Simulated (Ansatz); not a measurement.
A made-up structure of CHBCl (charge -1), singlet:

```
4
angstrom
B -0.2642 0.6415 -0.3587
C 0.1808 -0.4389 0.2454
Cl 0.7481 -1.8164 1.0157
H 1.1709 -2.7367 1.8777
```

It is relaxed with PBE-D4/def2-SVPD and then PBE0-D4/def2-TZVPD (Ansatz 0.2.0). Atoms count as bonded within 1.22 times the sum of their covalent radii (H–H: 0.88 Å). The end point is not checked to be a true minimum.

Q: Does its bonding change? (Judge from chemistry; the calculation decides.)

A: By the calculation: No: no bond forms or breaks.

Where it ends: The first stage lowers the energy by 1.31 eV in 10 steps. It ends as CHBCl ([B][C][ClH]), total charge -1:
| atom | x (Å) | y (Å) | z (Å) |
| --- | --- | --- | --- |
| B1 | -0.2039 | 0.4503 | -0.3983 |
| C2 | 0.2130 | -0.3792 | 0.6644 |
| Cl3 | 0.7476 | -1.9555 | 0.6340 |
| H4 | 1.0788 | -2.4661 | 1.8800 |

Labels in which every atom is bracketed show which atoms are joined, not bond orders.

For scale, one of the runs: PBE0-D4/def2-TZVPD relaxation, 129 basis functions, launched by `ansatz run in.yaml --threads 2 --pin off --events-out ev --progress --plain --max-ram 4352MiB`. Hardware: 2 CPU threads of an Arm Neoverse V2, shared host. Wall time about 23 s.
